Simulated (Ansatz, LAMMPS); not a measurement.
## Fluorite CeO2, lattice parameter a

Reference value: 5.391 Å (measured, 0 K, extrapolated to 0 K; as tabulated in Stimac et al. (2024), arXiv:2411.06536).

**Question.** Put these levels in order of the lattice parameter a that they give for fluorite CeO2, smallest first: PBE-D3(BJ) (Ansatz, a first-principles code), PBEsol+SOC (Ansatz), ionic model lewis1985a (rigid ions, LAMMPS).

**Answer.** PBEsol+SOC (5.397 Å), PBE-D3(BJ) (5.433 Å), ionic model lewis1985a (5.452 Å)

Differences against the reference: ionic model lewis1985a +1.13 %, PBEsol+SOC +0.11 %, PBE-D3(BJ) +0.78 %.

The reference isn't brought to a static lattice, while the calculations are for one, so the differences are not the levels' errors alone. A static lattice is as a rule a little smaller than the measured one. The crystal itself was run without spin with PBE-D3(BJ); a magnetic state was not tried in these runs. Cutoffs and k meshes differ between the levels. Ansatz's density-functional and Hartree–Fock values are scalar-relativistic unless marked +SOC, with PAW data made under PBE.

Empirical potentials (ionic model lewis1985a) are fitted to chosen data: where that held the value shown, agreement is built in, and what lay outside the fit can be far off.

Differences are worked out from the printed values.
